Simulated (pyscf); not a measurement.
Thermochemistry of product channels of `[CH2]=[SiH2]` + `[Cl]` [doublet] on the doublet surface, in kJ/mol, from ωB97M-D3(BJ)/def2-TZVP energies (ideal gas, 1 atm, RRHO with modes under 100 cm⁻¹ raised to 100, one conformer, R ln 2 for chiral ones without a mode under 150 cm⁻¹). Optimised with ωB97X-D3(BJ)/def2-SVP in PySCF.

```
products                                                    ΔE  ΔH(298 K)  ΔG(298 K)   ΔG(600 K)
--------------------------------------------------  ----------  ---------  ---------  ----------
`[CH3][SiH][Cl]` [doublet]                              -367.1     -355.0     -324.8      -293.6
`[CH2]=[Si]` [singlet] + `[ClH]` + `[H]` [doublet]      +150.3     +128.3      +88.4       +46.4
`[CH2]=[SiH]` [doublet] + `[ClH]`                   (withheld)      -46.4      -57.1       -68.2
`[CH2]=[Si][Cl]` [doublet] + `[H][H]`                   -142.1     -153.0     -161.0      -170.6
`[CH2][SiH2][Cl]` [doublet]                             -320.6     -318.6     -289.9      -260.9
`[SiH2][CH2][Cl]` [doublet]                             -189.1     -183.2     -152.0      -120.0
`[SiH2]=[C][Cl]` [doublet] + `[H][H]`                   +104.8      +83.2      +76.5       +68.1
`[CH2]=[SiH][Cl]` + `[H]` [doublet]                      -62.3      -75.2      -74.0       -74.1
`[SiH3][CH][Cl]` [doublet]                              -175.0     -178.0     -149.1  (withheld)
```

Task: Fill in the missing entries.

Result: 
- `[CH2]=[SiH]` [doublet] + `[ClH]`, ΔE: -41.1
- `[SiH3][CH][Cl]` [doublet], ΔG(600 K): -119.9

The channel to H₂C=Si: [singlet] + HCl + H• turns favourable between 298 and 1200 K (ΔG from +88.4 kJ/mol to -38.3 kJ/mol).

These are energies of the channels, which say nothing of barriers. H₂C=SiH–Cl lies 57.2 kJ/mol over its isomer H₃C–Si:–Cl [singlet] (electronic energy, ωB97M-D3(BJ)/def2-TZVP). Left out: orbital degeneracy and the spin-orbit lowering of Cl.
